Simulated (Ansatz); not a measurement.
**Reading a saddle point**

A first-order saddle point of CH₅S₂, doublet, PBE0-D4/def2-TZVP, with one imaginary mode of 861i cm⁻¹:

```
8
angstrom
H -1.1810 -0.4702 -0.1823
S -0.7850 0.9278 0.2899
C 0.9149 0.8710 -0.2882
S -0.9771 -2.0506 0.1464
H 1.2901 1.8954 -0.2471
H 1.5248 0.2497 0.3662
H 0.9740 0.5133 -1.3153
H -1.7607 -1.9363 1.2304
```

Program: Ansatz 0.2.0. Basis: def2-TZVPP and def2-QZVPP. Cores are frozen in the correlated methods; orbitals are unrestricted. Extrapolation: Hartree–Fock as exp(−7.88 √X), correlation as X^−2.97.

Problem. Which contacts change along the imaginary mode, and what lies on either side? (A judgement: the text doesn't fix the answer.)

Solution. By the calculation: The step is CH₄S ([CH3][SH]) + HS → CH₃S ([CH3][S]) + H₂S, with the molecules in contact on both sides. Shortening one way: H1–S4; lengthening the same way: H1–S2.
| pair | one side (Å) | saddle (Å) | other side (Å) |
| --- | --- | --- | --- |
| H1–S4 | 3.02 | 1.63 | 1.35 |
| H1–S2 | 1.34 | 1.53 | 2.61 |

Problem. Which side is lower, and how far does the saddle lie above each? (To be estimated.)

Solution. By the calculation: The side with H1–S4 short is lower by 1.28 kcal/mol; the saddle lies 10.27 kcal/mol above it and 8.99 kcal/mol above the other (CCSD(T) at an estimated basis limit (MP2 extrapolated from triple and quadruple zeta, plus CCSD(T) − MP2 in triple zeta); electronic energies).

The T1 diagnostic stays at or below 0.022. ⟨S²⟩ of the unrestricted Hartree–Fock references: 0.76 to 0.81 (a pure state has 0.75). The unrestricted reference is spin-contaminated, which hurts MP2 most.

Labels in which every atom is bracketed show which atoms are joined, not bond orders.

For scale, one of the runs: CCSD(T)/def2-TZVPP, 185 basis functions, launched by `ansatz run in.yaml --threads 4 --pin off --events-out ev --progress --plain --max-ram 9574MiB`. Time: 100 s of wall clock on 4 CPU threads of an Arm Neoverse V1; the host was shared. Peak host memory: 4.5 GiB.
